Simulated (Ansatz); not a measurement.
## Dissociation curves of [C2H4]+ (SMILES [CH2][CH2+])

[C2H4]+: 6 atoms, total charge +1, spin state doublet. SMILES: `[CH2][CH2+]`. The coordinates come from a GFN2-xTB relaxation. This is one conformer, not always the lowest.

```xyz
6

C    -0.1617   -0.6305   -0.0588
C     0.1611    0.6305    0.0590
H    -1.0536   -1.0965    0.3779
H     0.4211   -1.3804   -0.6090
H     0.7164    1.2109   -0.6884
H    -0.0832    1.2660    0.9194
```

The C1–H3 distance is scanned; the parts on either side stay rigid. Basis STO-3G, 2 core orbitals frozen in the correlated methods; program Ansatz 0.2.0. FCI is exact within this basis and core. Energies in eV from each method's value at 1.097 Å; open shells run as named. The shape above is that at 1.097 Å.

```csv
distance (Å),UHF,USVWN5,UBLYP,UPBE0,UCAM-B3LYP,UHSE06
1.097,0.00,0.00,0.00,0.00,0.00,0.00
1.371,1.05,0.64,0.61,0.77,0.78,0.77
1.645,2.99,2.01,1.92,2.31,2.34,2.30
2.194,4.64,4.00,3.73,4.32,4.42,4.31
2.742,4.92,4.66,4.29,4.93,5.12,4.92
```

Task: Estimate the FCI curve, and say how far off each method is.

Result: 
```csv
distance (Å),FCI
1.097,0.00
1.371,0.68
1.645,2.12
2.194,4.04
2.742,4.35
```

Departure from the FCI curve at its largest: UHF +0.87 eV at 1.65 Å; USVWN5 +0.32 eV at 2.74 Å; UBLYP -0.31 eV at 2.19 Å; UPBE0 +0.58 eV at 2.74 Å; UCAM-B3LYP +0.77 eV at 2.74 Å; UHSE06 +0.57 eV at 2.74 Å. For the functionals part of the departure is owed to the small basis.
